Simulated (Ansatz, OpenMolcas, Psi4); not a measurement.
A ladder of methods for PO (Phosphorus monoxide)

The species is PO (2 atoms), meant as a doublet with charge 0. SMILES: `O=[P]`. The shape is that of a PBE0-D4/def2-TZVP optimisation.

```tsv
atom	x (Å)	y (Å)	z (Å)
O	0.0000	0.0000	-0.0095
P	0.0000	0.0000	1.4645
```

Each level gives the vertical energy of the quartet above the doublet (eV). The values are calculated.

```tsv
level	kind	program	value (eV)
UM06-L/cc-pVTZ	meta-GGA	OpenMolcas	4.09
UBHLYP/cc-pVTZ	global hybrid	Ansatz	3.97
U-wB97X/cc-pVTZ	range-separated hybrid	Ansatz	4.33
UHSE06/cc-pVTZ	range-separated hybrid	Psi4	4.10
RPA@PBE/cc-pVTZ	RPA	Ansatz	4.29
UMP2/cc-pVTZ	perturbation theory	Ansatz	4.87
CASSCF(11,8)/cc-pVTZ	multireference	OpenMolcas	4.73
UCCSD/cc-pVTZ	coupled cluster or CI	Ansatz	4.29
FCI/STO-3G	exact in the basis	Ansatz	4.32
```

The values span 3.97 to 4.87 eV. High-level rows in very small sets aren't better than simpler rows in larger ones.
